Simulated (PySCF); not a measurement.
Start geometry of formyl fluoride (`O=CF`) from GFN2-xTB (Å):
```
atom  x, y, z in Å
O1    -0.864   -0.880    0.003
C2    -0.094    0.001   -0.008
F3     1.210   -0.241   -0.016
H4    -0.213    1.095   -0.012
```

**Question.** What comes out of this run: PySCF 2.14.0, PBE0-D3(BJ)/def2-SVP geometry optimisation, gas phase?

**Answer.** 
```
atom  x, y, z in Å
O1    -0.8605   -0.8905    0.0440
C2    -0.0611   -0.0263    0.0319
F3     1.2489   -0.2467    0.0106
H4    -0.2535    1.0651    0.0368
```

The energy falls by 0.035 eV over 7 energy and gradient evaluations, the largest force component goes from 0.0198 to 1.9e-04 Eh/bohr, and the atoms move by 0.029 Å rms after alignment. Among the bonds, O1=C2 and C2–H4 change most and about equally (+0.008 Å). Bonds longer at the end by more than 0.005 Å: 2 of 3; shorter: 0. Among the angles that change most is O1–C2–H4, from 132.7° to 127.2°. Rotational constants go from 88837, 12260, 10773 to 92485, 11873, 10522 MHz. The orientation of the end geometry is arbitrary; only internal coordinates are fixed.

The run used 47 basis functions and 45 SCF cycles in all. The run took 2.9 s of wall time on one thread of an Arm Neoverse V2, shared host with 96 logical CPUs at a one-minute load of 50, and the process peaked at 0.25 GiB of memory.

Whether it is a minimum is left open (no frequencies).
